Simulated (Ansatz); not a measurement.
A run for Ansatz (an electronic-structure program): U-CCSD(T)/aug-cc-pVDZ on OHHts, 2S+1 = 3.

Ansatz 0.2 input:
```yaml
crystal:
  periodic: [false, false, false]
  atoms:
    - {symbol: H, position_ang: [0.00000000, 0.00000000, -0.86028700]}
    - {symbol: O, position_ang: [0.00000000, 0.00000000, 0.32902400]}
    - {symbol: H, position_ang: [0.00000000, 0.00000000, -1.77190500]}
basis:
  gaussian:
    orbitals: aug-cc-pVDZ
magnetization: {spin_polarized: true, initial_magnetization: 2}
correlation: {method: ccsd_t, electrons: outside_noble_gas}
scf: {omitted_lower_state_checks: [cluster_reference]}
```

The head of its log:

```
WARN ansatz: RAYON_NUM_THREADS=2 ignored (pool sized by the plan → 2); use --threads N
Functional definition: HF
these checks for a lower state are left out or cut short: cluster_reference
integrals: 0.01 GiB planned
387 factors; integrals over basis functions are off by at most 1.3e-3 eV
mean field: 0.06 GiB planned
mean field evaluation 1: about -2063.9120 eV, gradient 9.0e0 eV
mean field evaluation 2: about -2063.9122 eV, gradient 9.0e0 eV
mean field evaluation 4: about -2064.6365 eV, gradient 1.7e0 eV
mean field evaluation 8: about -2064.6697 eV, gradient 4.8e-4 eV
mean field evaluation 16: about -2064.6697 eV, gradient 1.1e-4 eV
mean field evaluation 32: about -2064.0985 eV, gradient 8.8e0 eV
mean field -2064.66973665 eV, -75.8752133386 hartree, gradient 1.9e-6 eV, S^2 2.056175; 6 other end points of the search recorded, 0 dependent functions left out
1 core orbitals not correlated
reference -2064.66973665 eV, -75.8752133386 hartree; 5, 3 occupied and 35, 37 virtual orbitals, 387 factors
```

What total energy does the run end on?

-76.0677 hartree (reference determinant -75.8752, T1 diagnostic 0.025).
